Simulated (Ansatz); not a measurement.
Two isomers of C3H7FO: A = `COC(C)F`, B = `CC(O)CF`.

Calculated with Ansatz (gas phase, PBE0-D4/def2-TZVP geometries, no zero-point term in ΔE). CCSD(T)/CBS is the MP2 limit (def2-TZVPP, def2-QZVPP) plus CCSD(T) − MP2 in def2-TZVPP, frozen cores. DFT in def2-TZVPP. B3LYP here is the variant with VWN-RPA as its local correlation; programs differ in this. Each species was taken in one conformer, which may not be the lowest.

(1) Which isomer does CCSD(T)/CBS put lower? Give the gap. (Estimate.)

(2) Give E(B) − E(A) in kJ/mol with CCSD/def2-TZVPP, CCSD(T)/def2-TZVPP, B3LYP, BLYP-D4, B3LYP-D4, LDA (SPW92), HF/def2-TZVPP. (An estimate is asked.)

(3) Does the order hold for the free energy at 298.15 K (harmonic terms from PBE0-D4)? (An estimate is asked.)

Largest T1 diagnostic: 0.011.

Results:

(1) Ansatz gave: B, by 10.1 kJ/mol.

(2) Computed: CCSD/def2-TZVPP -7.5, CCSD(T)/def2-TZVPP -7.3, B3LYP -1.0, BLYP-D4 -1.0, B3LYP-D4 -2.5, LDA (SPW92) -3.8, HF/def2-TZVPP 1.0. The order is the other way round with HF/def2-TZVPP.

(3) Ansatz gave: Yes: G(B) − G(A) = -8.0 kJ/mol, for one conformer each.

From BLYP to BHLYP (50 % exact exchange), in def2-TZVPP and without D4, E(B) − E(A) moves by −3.1 kJ/mol. In def2-TZVPP, CCSD(T) changes the Hartree–Fock value by −8.3 kJ/mol (the triples alone add +0.3 kJ/mol) and MP2 by −10.9 kJ/mol.
